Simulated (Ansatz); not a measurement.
Results of LDA in Ansatz (PAW) for fcc Pd.

Numerical settings: plane-wave cutoff 520 eV, 18×18×18 k mesh, Fermi–Dirac smearing 0.1 eV, perturbation theory, force constants from a 6×6×6 q mesh, scalar-relativistic PAW data made under PBE.

Computed at the level's own relaxed cell. Harmonic vibrational thermodynamics at fixed volume:

```json
[
 {"T (K)": "0", "S_vib (J/K per mol of atoms)": "0.00", "C_V (J/K per mol of atoms)": "0.00", "F_vib (eV/atom)": "0.0293"},
 {"T (K)": "100", "S_vib (J/K per mol of atoms)": "10.95", "C_V (J/K per mol of atoms)": "16.46", "F_vib (eV/atom)": "0.0254"},
 {"T (K)": "400", "S_vib (J/K per mol of atoms)": "40.93", "C_V (J/K per mol of atoms)": "24.23", "F_vib (eV/atom)": "-0.0633"},
 {"T (K)": "500", "S_vib (J/K per mol of atoms)": "46.36", "C_V (J/K per mol of atoms)": "24.48", "F_vib (eV/atom)": "-0.1086"},
 {"T (K)": "600", "S_vib (J/K per mol of atoms)": "50.84", "C_V (J/K per mol of atoms)": "24.62", "F_vib (eV/atom)": "-0.1590"},
 {"T (K)": "800", "S_vib (J/K per mol of atoms)": "57.94", "C_V (J/K per mol of atoms)": "24.76", "F_vib (eV/atom)": "-0.2721"},
 {"T (K)": "1000", "S_vib (J/K per mol of atoms)": "63.48", "C_V (J/K per mol of atoms)": "24.83", "F_vib (eV/atom)": "-0.3982"}
]
```

The crystal is taken as a harmonic solid at every temperature: melting, phase changes and thermal expansion are not seen, nor the electrons' share in a metal.

Ansatz is a quantum-chemistry and plane-wave program.
